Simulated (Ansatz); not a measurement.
Two isomers of C4H4O2: A = `OC=C=C1CO1`, B = `O=C1C=CCO1`.

Computed with Ansatz on PBE0-D4/def2-TZVP structures; ΔE is electronic, products minus reactants. CCSD(T)/CBS is the MP2 limit (def2-TZVPP, def2-QZVPP) plus CCSD(T) − MP2 in def2-TZVPP, frozen cores. Functionals use def2-TZVPP. B3LYP here is the variant with VWN-RPA as its local correlation; programs differ in this. One conformer a species, not always the lowest.

Task: Which is lower in electronic energy at CCSD(T)/CBS, and by how much? (An estimate is asked.)

Result: Ansatz gave: B, by 76.4 kcal/mol.

Task: Give E(B) − E(A) in kcal/mol with ωB97M-V, B2PLYP, HF/def2-TZVPP, B3LYP-D4, r2SCAN-D4, CCSD(T)/def2-TZVPP, B3LYP. (Estimate.)

Result: Computed: ωB97M-V -76.1, B2PLYP -74.8, HF/def2-TZVPP -84.4, B3LYP-D4 -73.4, r2SCAN-D4 -73.9, CCSD(T)/def2-TZVPP -77.0, B3LYP -71.9. None reverses the order clearly.

Largest T1 diagnostic: 0.015.

From PBE to PBE0 (25 % exact exchange), in def2-TZVPP and without D4, E(B) − E(A) moves by −5.3 kcal/mol. In def2-TZVPP, CCSD(T) changes the Hartree–Fock value by +7.4 kcal/mol (the triples alone add +1.0 kcal/mol) and MP2 by +7.0 kcal/mol.
